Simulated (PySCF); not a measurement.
Consider propyne, `C#CC` (C3H4). Non-hydrogen atoms are numbered in `[CH:1]#[C:2][CH3:3]`.

Computed at ωB97X-D3(BJ)/ma-def2-TZVP // PBE0-D3(BJ)/def2-SVP with PySCF (density fitting, grid level 2). ωB97X-D3(BJ) is ωB97X-V with D3(BJ) in place of VV10. Zero-point and thermal terms (298.15 K, 1 bar) come from unscaled PBE0-D3(BJ)/def2-SVP harmonic frequencies, with soft modes damped to free rotors in the entropy.

Q: What are the vertical and the adiabatic ionisation energy for forming the radical cation?

A: 10.33 eV vertical and 10.12 eV adiabatic, the latter with zero-point energy.

Q: Where does the unpaired spin of the relaxed radical cation sit?

A: C1 (alkyne carbon) 0.58, C2 (alkyne carbon) 0.33 (intrinsic atomic orbital populations).

Q: What oxidation potential follows in DMSO (IEF-PCM), given that Fc+/Fc comes at 4.53 V absolute with this functional and basis?

A: In the gas phase ΔG of oxidation is 10.063 eV, and solvation is -14.2 kJ/mol for the parent and -263.1 kJ/mol for the product, so the absolute potential is 7.48 V, or 2.95 V against Fc+/Fc. Fc+/Fc in DMSO, 4.53 V, is ωB97X-D3(BJ)/ma-def2-TZVP on PBE0-D3(BJ)/def2-SVP structures with GFN2-xTB thermal terms. Benchmark calculations put it near 5.0 V in acetonitrile and DMSO, so it is about 0.5 V low, and the value against it can read up to that much too high. The solvent is electrostatics only, on gas-phase structures; the absolute scale refers to an electron at rest in vacuum.

Q: How far is −ε(HOMO) from the vertical value by ΔSCF?

A: −ε(HOMO) = 10.17 eV, which is 0.16 eV below the ΔSCF value.
